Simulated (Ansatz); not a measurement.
Isolated molecules relaxed with PBE0-D4/def2-TZVP in Ansatz; ΔE leaves out vibrations. CCSD(T)/CBS adds triple-zeta CCSD(T) − MP2 to the extrapolated MP2 energy (def2 sets, frozen cores). Functionals use def2-TZVPP. B3LYP here is the variant with VWN-RPA as its local correlation; programs differ in this. One conformer a species, not always the lowest.

Consider the isomerisation: `C=C1OC=C1C` → `C=C1C=C1OC`.

| level | ΔE (kJ/mol) |
| --- | --- |
| B3LYP-D4 | 111.5 |
| r2SCAN | 113.1 |
| SCS-MP2/def2-QZVPP | 123.1 |
| MP2/CBS(def2) | 122.9 |

Task: What does CCSD(T)/CBS give? (An estimate is asked.)

Result: Ansatz gave: +127.2 kJ/mol. The listed levels differ from it by -15.7, -14.1, -4.1, -4.3 kJ/mol.

Largest T1 diagnostic among the species: 0.013.

In def2-TZVPP, CCSD(T) changes the Hartree–Fock value by +24.1 kJ/mol (the triples alone add +2.9 kJ/mol) and MP2 by +19.8 kJ/mol.
